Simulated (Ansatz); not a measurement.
**Stretch profile**

AlSiH₄ (SMILES [AlH2][SiH2]), doublet, at its PBE0-D4/def2-TZVP minimum:

```xyz
6
angstrom
Al -0.2542 -1.1914 -0.0712
Si 0.2424 1.1261 0.0686
H -0.9811 -1.8861 1.1530
H 0.1568 -1.9755 -1.3848
H 0.9120 1.9242 -0.9920
H -0.0760 2.0027 1.2264
```

The bond length Al1–H3 (1.584 Å at the minimum) is set to the values below, with the rest relaxed at PBE0-D4/def2-TZVP at each step. Each method's energies count from its own value at the PBE0-D4 minimum structure. Program: Ansatz 0.2.0. Basis: def2-TZVPP. Cores are frozen in the correlated methods; orbitals are unrestricted.

CCSD(T) energies along the scan:
```tsv
bond length (Å)	CCSD(T) (kcal/mol)
1.426	4.54
1.458	2.71
1.504	0.97
1.559	0.06
1.619	0.23
1.684	1.48
1.753	3.74
1.825	6.85
1.901	10.72
```
They count from the CCSD(T) energy at the PBE0-D4 minimum.

Minimum and curvature along this coordinate at CCSD(T): A fifth-order fit through the nearest points gives 1.579 Å, with a curvature of about 14 eV/Å².

Largest difference from the CCSD(T) curve over the scan: PBE-D4 1.54; r2SCAN-D4 0.36; PBE0-D4 0.43; wB97M-V 0.69 kcal/mol. Each curve counts from its own value at the minimum.

T1 diagnostic: at most 0.016. ⟨S²⟩ of the unrestricted Hartree–Fock references: 0.77 (a pure state has 0.75).

For scale, one of the runs: CCSD(T)/def2-TZVPP, 140 basis functions (an equivalent command: `ansatz run in.yaml --threads 2`). The run took 12 s on 2 CPU threads (shared host), with 1.5 GiB of host memory at its peak.
